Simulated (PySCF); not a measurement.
# AlH6NSi: the cost of one run

Programs: PySCF 2.14.0, with density-fitted response routines of our own. Each step states its level of theory. These are calculated values for one molecule in the gas phase, unless marked as measured. Atoms are numbered from 0 throughout.

## 1. Starting geometry

9 atoms, charge 0, multiplicity 1; geometry from: PBE0-D3(BJ)/def2-SVP.

Bonds of the start (Å): Al0–N1 1.79, N1–Si2 1.74, Al0–H3 1.59, Al0–H4 1.58, N1–H5 1.02, Si2–H6 1.50, Si2–H7 1.50, Si2–H8 1.49.

## 2. NMR shieldings: HF/pcSseg-2

The job: settings as JSON, then the geometry in Å.

```
{"job": {"kind": "nmr", "xc": "HF", "basis": "pcSseg-2", "pop": false}, "charge": 0, "multiplicity": 1}
Al     1.806816    -0.038438    -0.006795
N      0.130983     0.024364     0.620385
Si    -1.387016     0.011741    -0.235804
H      2.982365     0.010516     1.057668
H      2.008787    -0.138394    -1.574841
H      0.036247     0.095329     1.632850
H     -2.249477    -1.150578     0.152262
H     -2.189074     1.252479     0.014198
H     -1.081247    -0.084355    -1.693922
```

With the program's defaults for keys left out, this is: GIAO HF/pcSseg-2 NMR shielding, non-relativistic, gas phase.

Started as:

```
> OMP_NUM_THREADS=1 python probes_run.py task.json out
```

The driver reads the jobs from task.json and runs them one after another.

**Question.** How long does this first job take on 1 thread of Arm Neoverse V1, shared host, and how much memory does it need?

About 6.6 s, with a peak of 0.84 GiB.
